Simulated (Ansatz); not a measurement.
# C2H6S: harmonic frequencies at the relaxed geometry

At which frequencies does C2H6S vibrate? The task is harmonic frequencies at the relaxed geometry, for C2H6S. SMILES: CCS.

Program: the Python package of Ansatz 0.2.0. Level of theory: PBE0/cc-pVDZ. These are calculated values, not measurements.

### Step 1. The structure

Bond lengths: C1–C2 1.517 Å, C2–S3 1.814 Å, C1–H4 1.095 Å, C1–H5 1.095 Å, C1–H6 1.095 Å, C2–H7 1.094 Å, C2–H8 1.094 Å, S3–H9 1.341 Å. Angles: C1–C2–S3 110.7°, C1–C2–H7 110.2°, C1–C2–H8 110.3°, S3–C2–H7 108.7°, S3–C2–H8 108.8°, H7–C2–H8 108.1°, C2–C1–H4 109.9°, C2–C1–H5 111.6°, C2–C1–H6 111.5°, H4–C1–H5 107.6°, H4–C1–H6 107.6°, H5–C1–H6 108.6°, C2–S3–H9 96.7°.

The script holds or builds the structure itself.

### Step 2. The script

The input, freq.py:

```python
'''Vibrations and zero-point energy of C2H6S.'''

import itertools

import ansatz as az
from ase.data import atomic_numbers, covalent_radii
import numpy as np

BASIS_SET = 'cc-pVDZ'
XC = 'pbe0'


def main() -> None:
    geometry_ang = [
        ('C', [-0.7779, 0.5209, 0.0669]),
        ('C', [0.1078, -0.6945, -0.1334]),
        ('S', [1.7106, -0.4623, 0.6838]),
        ('H', [-1.742, 0.3646, -0.4283]),
        ('H', [-0.3278, 1.4222, -0.3629]),
        ('H', [-0.9768, 0.7029, 1.1285]),
        ('H', [-0.3728, -1.5844, 0.2838]),
        ('H', [0.2777, -0.8679, -1.2003]),
        ('H', [2.1012, 0.5985, -0.0379]),
    ]
    geometry = az.Crystal.molecule()
    for symbol, xyz in geometry_ang:
        geometry = geometry.atom(symbol, xyz)

    job = (
        geometry.calculation()
        .basis(gaussian=BASIS_SET)
        .functional(XC)
    )
    symbols = [site.symbol for site in geometry.cartesian_sites]
    start = np.array([site.position_ang for site in geometry.cartesian_sites], dtype=float)
    report = job.relax(force_tolerance=0.003).run().report
    end = np.array(report['positions_ang'])

    # pairs closer than 1.2 times the sum of covalent radii, before or after
    radius = [covalent_radii[atomic_numbers[s]] for s in symbols]
    span = lambda where, i, j: np.linalg.norm(where[i] - where[j])
    bonded = [(i, j) for i, j in itertools.combinations(range(len(symbols)), 2) if min(span(start, i, j), span(end, i, j)) < 1.2 * (radius[i] + radius[j])]
    print('pair        before    after (A)')
    for i, j in bonded:
        print(f'{symbols[i]}{i}-{symbols[j]}{j}'.ljust(10), f'{span(start, i, j):8.4f} {span(end, i, j):8.4f}')

    # same settings at the minimum
    minimum = az.Crystal.molecule()
    for symbol, place in zip(symbols, end):
        minimum = minimum.atom(symbol, place.tolist())
    vibrating = minimum.calculation()
    vibrating = vibrating.basis(gaussian=BASIS_SET).functional(XC)
    vibrating = vibrating.phonons(temperatures=(200, 600, 100))
    vib = vibrating.run().report['vibrations']
    sums = vib['harmonic_sums']
    modes = [m['omega_inv_cm'] for m in sums['modes_at_gamma'] if m['rigid_motion'] == 'no']
    for number, w in enumerate(modes, start=1):
        print(f'mode {number:2d} {w:9.1f} 1/cm {w / 8065.544 * 1000:8.2f} meV')
    print('imaginary modes:', sum(w < 0 for w in modes), ' zero-point energy:', round(sums['zero_point_energy_ev'], 4), 'eV')
    print('T (K)   F_vib (eV)   S_vib (meV/K)   C_vib (meV/K)')
    for row in zip(sums['temperatures_k'], sums['vibrational_free_energy_ev'], vib['entropy_ev_per_k'], vib['heat_capacity_ev_per_k']):
        print(f'{row[0]:6.1f} {row[1]:11.4f} {1000 * row[2]:13.4f} {1000 * row[3]:15.4f}')


if __name__ == '__main__':
    main()
```

### Step 3. The input behind the calls

The package turns the script's settings into the engine's input (first run):

```yaml
crystal:
  periodic: [false, false, false]
  atoms:
    - { symbol: C, position_ang: [-0.7779, 0.5209, 0.0669] }
    - { symbol: C, position_ang: [0.1078, -0.6945, -0.1334] }
    - { symbol: S, position_ang: [1.7106, -0.4623, 0.6838] }
    - { symbol: H, position_ang: [-1.742, 0.3646, -0.4283] }
    - { symbol: H, position_ang: [-0.3278, 1.4222, -0.3629] }
    - { symbol: H, position_ang: [-0.9768, 0.7029, 1.1285] }
    - { symbol: H, position_ang: [-0.3728, -1.5844, 0.2838] }
    - { symbol: H, position_ang: [0.2777, -0.8679, -1.2003] }
    - { symbol: H, position_ang: [2.1012, 0.5985, -0.0379] }
basis:
  gaussian:
    orbitals: cc-pVDZ
hamiltonian:
  xc: pbe0
relax:
  f_tol: 0.003
```

### Step 4. Running it

Launch:

```sh
python freq.py
```

Q: Predict the main results. Wanted: moves of the relaxation of run 1; energy gained in run 1; last largest force component of run 1; highest frequency; imaginary modes; zero-point energy.

As calculated:

| quantity | value |
| --- | --- |
| runs compared | 2 |
| moves of the relaxation of run 1 | 5 |
| energy gained in run 1 | 0.040 eV |
| last largest force component of run 1 | 0.0008 eV/Å |
| highest frequency | 3161 cm⁻¹ |
| imaginary modes | 0 |
| zero-point energy | 2.037 eV |

What this shows: In CPU time, run 2 (phonons) cost about 5.5 times as much as run 1 (relaxation). Run 1: After 5 moves the largest shift is 0.075 Å, of atom 9 (H). All frequencies are real, so the geometry is a minimum. The values are harmonic; measured fundamentals also hold anharmonic shifts, mostly downward for stretches. The frequencies are harmonic and unscaled, in a modest basis. The result belongs to the one conformer reached from this start, and soft torsions count as harmonic oscillators.
